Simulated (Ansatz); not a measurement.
# CH2N: the cost of one run

Computed with Ansatz 0.2.0 (the levels named in each step, unless a step's input says otherwise).

### 1 The structure to begin with

Bond lengths: C1–N2 1.133 Å, C1–H3 1.075 Å, N2–H4 1.016 Å. Angles: C1–N2–H4 180.0°, N2–C1–H3 180.0°.

As a file:

```xyz
4

C     0.0000    0.0000   -0.5518
N     0.0000    0.0000    0.5813
H     0.0000    0.0000   -1.6263
H     0.0000    0.0000    1.5968
```

### 2 A rough first relaxation, PBE-D4/def2-SVP

This run stands in another session on the same molecule. It ended at:

```xyz
4

C     0.0000    0.0000   -0.5568
N     0.0000    0.0000    0.5927
H     0.0000    0.0000   -1.6599
H     0.0000    0.0000    1.6240
```

### 3 Relaxation, PBE0-D4/def2-TZVPP

This run stands in another session on the same molecule. It ended at:

```xyz
4

C     0.0000    0.0000   -0.5472
N     0.0000    0.0000    0.5814
H     0.0000    0.0000   -1.6297
H     0.0000    0.0000    1.5956
```

### 4 Frequencies, PBE0-D4/def2-TZVPP

File input.yaml:

```yaml
crystal:
  periodic: [false, false, false]
  atoms:
    - { symbol: C, position_ang: [0.0, 0.0, -0.54721465] }
    - { symbol: "N", position_ang: [0.0, 0.0, 0.58138601] }
    - { symbol: H, position_ang: [0.0, 0.0, -1.62973037] }
    - { symbol: H, position_ang: [0.0, 0.0, 1.59555901] }
total_charge: 1
basis:
  gaussian: { orbitals: def2-TZVPP }
hamiltonian:
  xc: pbe0
  dispersion: d4
phonons: {}
```

Launch:

```
$ ansatz run input.yaml --threads 2 --pin off --max-ram 5120MiB --backend cpu --events-out ev --progress --plain --runs-dir out
```

What time and memory should one allow on 2 threads of Arm Neoverse N1, shared host?

About 16 s, with a peak of 0.11 GiB.
